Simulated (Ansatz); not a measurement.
**How far each method lies from full CI for BO, doublet**

Geometry: a point of a stretch scan, not a stationary point.

```
atom   x (Å)   y (Å)   z (Å)
   B  0.0000  0.0000  0.0000
   O  0.0000  0.0000  3.1970
```

Basis 6-31G; Ansatz 0.2.0. Correlated methods freeze the noble-gas cores, which leaves 9 electrons in 16 orbitals. R marks a restricted (for open shells ROHF) determinant, U an unrestricted one. Active spaces: pair = (3e, 3o) about the gap; valence = (9e, 8o) chosen from the atoms' valence shells.

Full CI is exact within this basis and frozen core; it isn't the basis-set limit. The frozen core follows each run's orbitals, which can shift R against U totals by a few meV.

Unrestricted rows (U) aren't spin-pure: their determinants' ⟨S²⟩ exceeds S(S+1) by up to 0.98, so they mix in states of higher spin.

The R cluster runs have T1 = 0.184 on a determinant 1.91 eV above the lowest RHF solution, too large to trust, so RMP2, RCCSD, RCCSD(T), RCCSDT(Q), RCCSDT aren't compared. BCCD(T) turns its orbitals far from the restricted determinant (T1 = 0.248 for the singles of that rotation), so its spin and state can't be checked, and it isn't compared.

- UHF ⟨S²⟩: 1.732
- T1 diagnostic (RCCSD): 0.1841
- largest doubles amplitude (RCCSD): 0.311
- T1 diagnostic (UCCSD): 0.0255

| level | E − E(determinant under the R cluster runs) (eV) |
| --- | --- |
| UHF | -5.1756 |
| UMP2 | -7.1872 |
| UCCSD | -7.9710 |
| UCCSD(T) | -8.0045 |

Problem. Estimate how far full CI in 6-31G lies from UCCSD(T). The table doesn't fix it; the size of (T) and the diagnostics are the guide.

Solution. Full CI in 6-31G lies 8.6 kJ/mol below UCCSD(T), which is 267 % of the (T) step (-3.2 kJ/mol). More than one determinant leads, and the rest is a large part of (T). The miss exceeds 1 kcal/mol.

The other levels:

```
                level  E − E(full CI) (kJ/mol)  share of correlation (%)  wall time
               UCCSDT                      1.8                     99.78          –
            UCCSDT(Q)                      0.2                     99.97       12 s
              UCCSDTQ                      0.1                     99.98      3 min
  CASSCF (pair space)                    282.1                     63.88          –
  NEVPT2 (pair space)                     84.6                     89.17      1.1 s
  MRCISD (pair space)                     21.9                     97.20          –
MRCISD+Q (pair space)                      3.1                     99.60      2.3 s
```

The correlation energy at full CI, counted from the determinant under the R cluster runs, is -8.094 eV. That run took 83 s on 1 thread of Arm Neoverse V1, shared host over 1,987,440 determinants.

Run but not shown, since their state, orbitals or frozen core can't be matched to the reference's or they repeat it: RHF, RMP2, CISD, RCCSD, RCCSD(T), BCCD(T), RCCSDT, CISDTQ, RCCSDT(Q), RCCSDTQ, CASSCF (valence space), NEVPT2 (valence space), MRCISD (valence space), MRCISD+Q (valence space).

Times hold each run's SCF and search for its determinant on a shared host, so for small cases they say little of a method's own cost; they ran on 1 thread of Arm Neoverse V1.

The full-CI state has the irrep B2 of C2v, in the program's axes (one component, if the state is degenerate).

Natural occupations of full CI about the gap: 1.989 1.884 1.827 1.395 0.995 0.605 0.201 0.054 0.015 0.010; effectively unpaired electrons, Σ n²(2−n)², 2.72. No single determinant describes this state well, so single-reference rows can miss without a flag.
